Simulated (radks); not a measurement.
**C²⁺ in [He] 2s1 3s1: an all-electron calculation**

Aim: the levels, the sizes of the orbitals and the parts of the energy of the carbon ion C2+.

Method: non-relativistic Kohn-Sham, PBEsol, spin-polarised, spherical densities, point nucleus; open shells are filled with parallel spins first. Code: radks (a radial shooting solver on a logarithmic mesh, Libxc functionals) version 1.

## (1) Starting point

| Property | Result |
| --- | --- |
| element | carbon (Z = 6) |
| charge | +2 |
| electrons | 4 |
| configuration | [He] 2s1 3s1 |

The outer shells:

C²⁺
```
[He] core
2s [↑ ]
3s [↑ ]
```

## (2) Self-consistent calculation

Input:

```text
Z 6
configuration [He] 2s1 3s1 2p0 4s0
relativity non-relativistic
functional pbe_sol,pbe_sol
spin polarised
nucleus point
```

What does the calculation give?

**Answer**, as computed:

```
                        quantity                   value
                    total energy       -35.25526 hartree
exchange-correlation share of it                 11.26 %
                            −T/E                  0.9979
          highest occupied level       3s up, -15.862 eV
    most extended occupied level  3s up, <r> = 3.39 bohr
 radius at density 0.001 e/bohr³               4.28 bohr
    maxima of the radial density                       3
```

What this shows: The radial density shows 3 maxima for 3 occupied principal shells. −T/E = 0.9979, near the virial value of 1. This is not the tabulated ground configuration, so its levels and sizes aren't those of the ground state, and no measured value stands beside it.
